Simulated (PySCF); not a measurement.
How far each method lies from full CI for [AlH₂···H···H], doublet

All five atoms lie in one plane.

Geometry: a point of a hydrogen-transfer path between rigid fragments, not a stationary point.

```xyz
5

Al   -0.1079    0.0000    0.0000
H    -0.9009    1.3734    0.0000
H    -0.9009   -1.3734    0.0000
H     1.7751    0.0000    0.0000
H     2.9161    0.0000    0.0000
```

Basis 6-31G; PySCF 2.14.0. Only valence electrons are correlated (noble-gas cores frozen), which leaves 7 electrons in 16 orbitals. R marks a restricted (for open shells ROHF) determinant, U an unrestricted one.

Full CI is exact within this basis and frozen core; it isn't the basis-set limit. The frozen core follows each run's orbitals, which can shift R against U totals by a few meV.

The UHF ⟨S²⟩ is 0.797, the T1 diagnostic (ROHF- or RHF-based CCSD) is 0.0356 and the largest doubles amplitude (ROHF- or RHF-based CCSD) is 0.057. The T1 diagnostic (UCCSD) is 0.0205.

| level | E − E(full CI) (kJ/mol) | share of correlation (%) | wall time |
| --- | --- | --- | --- |
| RHF | 203.8 | 0.00 | – |
| UHF | 181.3 | 11.05 | – |
| RMP2 | 67.1 | 67.07 | – |
| UMP2 | 63.8 | 68.72 | – |
| RCCSD | 3.8 | 98.14 | – |
| UCCSD | 3.5 | 98.27 | – |
| RCCSD(T) | 1.4 | 99.32 | 0.23 s |
| UCCSD(T) | 1.4 | 99.33 | 0.15 s |
| RCCSDT | 0.2 | 99.92 | 1.2 s |
| UCCSDT | 0.1 | 99.93 | 1.2 s |

The correlation energy at full CI, counted from RHF, is -2.112 eV. The search over symmetries took 8.8 s on 1 thread of Arm Neoverse V2, shared host; the state has 272,520 determinants.

Times are those of the correlated step on a shared host, with one SCF added for the restricted CCSD run; they ran on 1 thread of Arm Neoverse V2.

The full-CI state has the irrep A1 of C2v, in the program's axes.

Natural occupations of full CI about the gap: 1.969 1.961 1.948 0.998 0.051 0.025 0.021 0.009 0.005 0.004; effectively unpaired electrons, Σ n²(2−n)², 1.03.
